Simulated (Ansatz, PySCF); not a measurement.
hydrazine cation (H₄N₂), SMILES NN (connectivity only; charge and spin as stated), charge +1, multiplicity 2. Atoms are numbered in the order given.

```xyz
6

N     -0.6524     0.0122     0.0000
N      0.6524    -0.0122     0.0000
H     -1.1504     0.0212    -0.8820
H     -1.1504     0.0211     0.8820
H      1.1504    -0.0212     0.8820
H      1.1504    -0.0211    -0.8820
```
Charge +1, spin multiplicity 2.

The structure is a stationary point at ωB97X-D3(BJ)/def2-TZVP. The multiplicity is an assumed one; other spin states were not compared.

Two levels are set side by side: PBE-D3(BJ)/def2-TZVP (Ansatz, a first-principles code) and ωB97X-D3(BJ)/def2-TZVP (PySCF). Each level has its own optimised geometry; the coordinates shown are those of the second. Differences are taken from unrounded values.

| quantity | ωB97X-D3(BJ) | PBE-D3(BJ) | PBE-D3(BJ) minus ωB97X-D3(BJ) |
|---|---|---|---|
| mean bond length (Å) | 1.071 | 1.079 | 0.007 |
| bond N1–N2 (Å) | 1.305 | 1.314 | 0.009 |
| bond N1–H3 (Å) | 1.013 | 1.020 | 0.007 |
| bond N1–H4 (Å) | 1.013 | 1.020 | 0.007 |
| bond N2–H5 (Å) | 1.013 | 1.020 | 0.007 |
| bond N2–H6 (Å) | 1.013 | 1.020 | 0.007 |

Exact exchange shortens and stiffens bonds; PBE has none. Differences between two approximate levels are no errors against the true value.
